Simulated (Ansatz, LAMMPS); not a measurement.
## bcc W, bulk modulus

Reference value: 312 GPa (measured, zero-point energy and finite temperature contributions removed, sources range from 300 to 328; as tabulated in doi:10.1021/acs.jctc.3c00612).

Q: What do MEAM WL.meam, LDA, PBE, revPBE, PBE-D3(BJ), PBE-D4, rVV10, r²SCAN-D4, HSE06 give, and how far is each from the reference?

A: 
```
level (code)           value (GPa)  cell (Å³/atom)  error (%)
---------------------  -----------  --------------  ---------
MEAM WL.meam (LAMMPS)          314           15.84       +0.6
LDA (Ansatz)                   335           15.41       +7.4
PBE (Ansatz)                   303           16.13       -2.9
revPBE (Ansatz)                296           16.28       -5.1
PBE-D3(BJ) (Ansatz)            318           15.77       +1.9
PBE-D4 (Ansatz)                319           15.79       +2.2
rVV10 (Ansatz)                 298           16.43       -4.5
r²SCAN-D4 (Ansatz)             324           15.82       +3.8
HSE06 (Ansatz)                 335           15.82       +7.4
```

Leaving aside MEAM WL.meam, which can be fitted to such values or carry a doubt: Nearest, and too close to rank with a margin of 4.9 % (twice that across the reference) picked here for doubts on the reference and the settings: PBE-D3(BJ) (+1.9 %), PBE-D4 (+2.2 %), PBE (-2.9 %), r²SCAN-D4 (+3.8 %), rVV10 (-4.5 %), revPBE (-5.1 %). Farthest off: LDA (+7.4 %), HSE06 (+7.4 %). Within 10 %: LDA, PBE, revPBE, PBE-D3(BJ), PBE-D4, rVV10, r²SCAN-D4, HSE06. The least costly first-principles kind among them: DFT without exact exchange (LDA, PBE, revPBE, PBE-D3(BJ), PBE-D4, rVV10, r²SCAN-D4).

Density-functional levels without +SOC have no spin–orbit coupling. Each level is taken at its own relaxed cell. Cutoffs and k meshes differ between the levels. Ansatz's density-functional and Hartree–Fock values are scalar-relativistic unless marked +SOC, with PAW data made under PBE.

Empirical potentials (MEAM WL.meam) are fitted to chosen data, which need not cover the solid at hand: agreement can be built in, and what lay outside the fit can be far off.

Differences are worked out from the printed values.

Ansatz is a first-principles code.
